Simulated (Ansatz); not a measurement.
Saddle point of CH$_{6}$SSi, singlet (CH₆SSi ([CH3][SiH2][SH]) → CH₄SSi ([CH3][SiH][S]) + H₂; bonds formed: H2–H4; bonds broken: Si1–H2, S3–H4), PBE0-D4/def2-TZVP structure:

Si1  (-0.585, -0.336, -0.185)
H2  (-0.064, -1.309, 1.119)
S3  (-0.353, -1.800, -1.557)
H4  (-0.048, -1.833, 0.298)
H5  (-1.917, -0.023, 0.397)
C6  (0.571, 1.100, -0.024)
H7  (0.328, 1.813, -0.819)
H8  (0.463, 1.607, 0.937)
H9  (1.605, 0.782, -0.167)
(Å)

Energies are electronic, without zero-point energy. Barriers and step energies count from the start structure reached by relaxing down the imaginary mode; all methods use the PBE0-D4 structures, on which another method's saddle can fall below an end. Ansatz 0.2.0; basis: def2-TZVPP, with def2-QZVPP for the basis limit; cores frozen in the correlated methods. B3LYP uses VWN-RPA correlation. Extrapolation: Hartree–Fock as exp(−7.88 √X), correlation as X^−2.97.

```json
{"method": "SPW92", "barrier (kcal/mol)": "41.01", "step energy (kcal/mol)": "32.00"}
{"method": "PBE-D4", "barrier (kcal/mol)": "44.01", "step energy (kcal/mol)": "27.05"}
{"method": "BLYP-D4", "barrier (kcal/mol)": "47.23", "step energy (kcal/mol)": "24.18"}
{"method": "r2SCAN-D4", "barrier (kcal/mol)": "?", "step energy (kcal/mol)": "28.60"}
{"method": "B97M-V", "barrier (kcal/mol)": "46.58", "step energy (kcal/mol)": "27.70"}
{"method": "PBE0-D4", "barrier (kcal/mol)": "48.02", "step energy (kcal/mol)": "30.48"}
{"method": "B3LYP-D4", "barrier (kcal/mol)": "50.23", "step energy (kcal/mol)": "27.49"}
{"method": "r2SCAN0-D4", "barrier (kcal/mol)": "49.20", "step energy (kcal/mol)": "30.93"}
{"method": "BHLYP-D4", "barrier (kcal/mol)": "?", "step energy (kcal/mol)": "31.19"}
{"method": "CAM-B3LYP-D4", "barrier (kcal/mol)": "52.83", "step energy (kcal/mol)": "30.68"}
{"method": "wB97X-V", "barrier (kcal/mol)": "?", "step energy (kcal/mol)": "32.01"}
{"method": "wB97M-V", "barrier (kcal/mol)": "51.66", "step energy (kcal/mol)": "29.70"}
{"method": "B2PLYP", "barrier (kcal/mol)": "51.10", "step energy (kcal/mol)": "27.95"}
{"method": "PBE-QIDH", "barrier (kcal/mol)": "50.93", "step energy (kcal/mol)": "31.60"}
{"method": "RPA on PBE", "barrier (kcal/mol)": "53.22", "step energy (kcal/mol)": "28.39"}
{"method": "HF", "barrier (kcal/mol)": "63.74", "step energy (kcal/mol)": "32.67"}
{"method": "MP2", "barrier (kcal/mol)": "50.79", "step energy (kcal/mol)": "28.16"}
{"method": "CCSD", "barrier (kcal/mol)": "55.17", "step energy (kcal/mol)": "30.75"}
{"method": "CCSD(T)", "barrier (kcal/mol)": "52.82", "step energy (kcal/mol)": "29.23"}
```

**Question.** Fill in the withheld barriers. (Judge from chemistry; the value comes from the calculation.)

**Answer.** By the calculation: BHLYP-D4 55.08; r2SCAN-D4 46.27; wB97X-V 53.28 kcal/mol. Each is the energy of the saddle less that of the start structure, by the same method.

For comparison, the barrier by CCSD(T) at an estimated basis limit (MP2 extrapolated from triple and quadruple zeta, plus CCSD(T) − MP2 in triple zeta) is 51.13 kcal/mol.

The T1 diagnostic stays at or below 0.017.

Labels in which every atom is bracketed show which atoms are joined, not bond orders.

For scale, one of the runs: CCSD(T)/def2-TZVPP, 199 basis functions, launched by `ansatz run in.yaml --threads 2 --pin off --events-out ev --progress --plain --max-ram 4352MiB`. The run took 47 s on 2 CPU threads of an Arm Neoverse V2 (shared host), with 2.2 GiB of host memory at its peak.
